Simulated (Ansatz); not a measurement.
System: rock-salt ZrC. Method: LDA (PAW; Ansatz, a first-principles code).

Settings: plane-wave cutoff 520 eV, 16×16×16 k mesh, Fermi–Dirac smearing 0.1 eV, perturbation theory, scalar-relativistic PAW data made under PBE.

The cell has the measured lattice: a = b = c = 4.6920 Å, α = β = γ = 90.00°.

Question: Give the computed zone-centre TO phonon frequency.

Answer: 
zone-centre TO phonon frequency: 421 cm⁻¹

Note: the cell isn't this level's own, so it is under some stress, which shifts stiffness and frequencies.

Computing time: about 9 core-minutes (a rough figure).
